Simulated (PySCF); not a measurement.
**LiF: from constants to spectrum**

RHF-CCSD(T) constants of LiF, ¹Σ⁺ (singlet), closed shell (basis Li jorge-DZP-DKH, F jorge-DZP-DKH; spin-free X2C with a Gaussian nucleus; PySCF 2.14; masses 7.0160 and 18.9984 u):

| Quantity | Value |
| --- | --- |
| ωe | 876.6 cm⁻¹ |
| ωexe | 6.99 cm⁻¹ |
| Be | 1.2531 cm⁻¹ |
| αe | 0.0173 cm⁻¹ |
| D (centrifugal) | 1.02e-05 cm⁻¹ |
| De to Li + F | 5.27 eV |

**Question.** Estimate the standard entropy (1 bar) and heat capacity of the ideal gas at 298.15 K, rigid rotor with B0 and harmonic oscillator at the fundamental.

**Answer.** Translation (Sackur–Tetrode, M = 26.01 u): 149.5 J/(mol K). Rotation: q = kT/(σB0) = 167 with σ = 1, 50.8. Vibration: x = hcν0/kT = 4.16, 0.68. S° = 201.0 J/(mol K); Cp = 7R/2 + 2.31 = 31.4 J/(mol K).

Correlated steps freeze 1 core orbital. Correlated levels converge slowly with the basis: in double zeta they bind strong bonds too weakly, by up to about 1 eV, and carry superposition errors of some tenths. Where the molecule has an RHF reference, its open-shell atoms are computed with UHF.
